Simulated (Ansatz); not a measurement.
C₃H₄N₂O (`Nc1ncco1`), relaxed with RKS PBE0-D4/def2-TZVP in Ansatz from a PBE-D4/def2-SVP geometry. The force threshold is 0.005 eV/Å; the program also tests the step.

The species carries charge 0 and has multiplicity 1.

Start:

```xyz
10

N     0.133    1.324    1.477
C     0.038    0.475    0.404
N     0.036    0.784   -0.870
C    -0.169   -0.438   -1.502
C    -0.272   -1.434   -0.571
O    -0.140   -0.847    0.678
H     0.524    0.924    2.331
H     0.493    2.247    1.236
H    -0.223   -0.519   -2.594
H    -0.419   -2.517   -0.589
```

| step | energy (eV) | largest force (eV/Å) | largest move (Å) |
| --- | --- | --- | --- |
| 1 | -8196.7379 | 0.784 | 0.000 |
| 2 | -8196.7965 | 0.288 | 0.026 |
| 3 | -8196.8019 | 0.043 | 0.010 |
| 4 | -8196.8020 | 0.021 | 0.003 |
| 5 | -8196.8020 | 0.011 | 0.007 |
| 6 | -8196.8021 | 0.007 | 0.002 |
| 7 | -8196.8021 | 0.002 | 0.001 |

End:

```xyz
10

N     0.132    1.313    1.464
C     0.036    0.471    0.398
N     0.032    0.776   -0.857
C    -0.169   -0.441   -1.487
C    -0.267   -1.417   -0.569
O    -0.136   -0.832    0.669
H     0.513    0.912    2.304
H     0.494    2.222    1.228
H    -0.223   -0.522   -2.561
H    -0.412   -2.482   -0.589
```

Hardware: 4 threads of an Arm Neoverse V1 on a shared host. Wall time 28 s, peak host memory 0.5 GiB.
